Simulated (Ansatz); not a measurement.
This geometry of BH3O + FH (7 atoms, charge 0, multiplicity 1) is a first-order saddle point.

Level of theory: RKS CAM-B3LYP/cc-pVDZ in Ansatz 0.2.0.

```xyz
7
Properties=species:S:1:pos:R:3
B 0.030 0.074 0.123
O 0.009 -0.014 1.627
H -0.850 -0.319 1.950
H 1.115 -0.141 -0.339
H -0.994 -0.258 -0.414
F -0.051 1.738 0.354
H -0.044 1.242 1.349
```

Problem. Which two structures does it join? (They come from a converged band through this point; their orientation in space is the band's.)

Solution. Bonds broken: F6–H7. Bonds formed: B1–F6, O2–H7. BH3O + FH becomes BFH4O.

First end point:

```xyz
7
Properties=species:S:1:pos:R:3
B -0.184 -0.391 -0.023
O -0.467 0.158 1.188
H -1.078 -0.353 1.733
H 0.573 0.224 -0.721
H -0.688 -1.440 -0.334
F 0.777 2.456 1.353
H 0.280 1.668 1.451
```

Last end point:

```xyz
7
Properties=species:S:1:pos:R:3
B -0.043 0.309 -0.079
O -0.075 -0.037 1.621
H -0.978 0.150 1.929
H 1.131 0.110 -0.316
H -0.882 -0.476 -0.470
F -0.429 1.639 -0.089
H 0.489 0.626 2.052
```

Problem. How far does it lie above each of them?

Solution. 46.2 kJ/mol above the first and 77.2 kJ/mol above the second. This is the barrier of this one path; another mechanism may lie lower. The orbitals stay closed-shell, which can raise the energy where a bond breaks towards radicals; this wasn't checked here.

Run time: 96 s on 1 thread of Arm Neoverse V2, with other jobs on the host, peak memory 0.12 GiB.
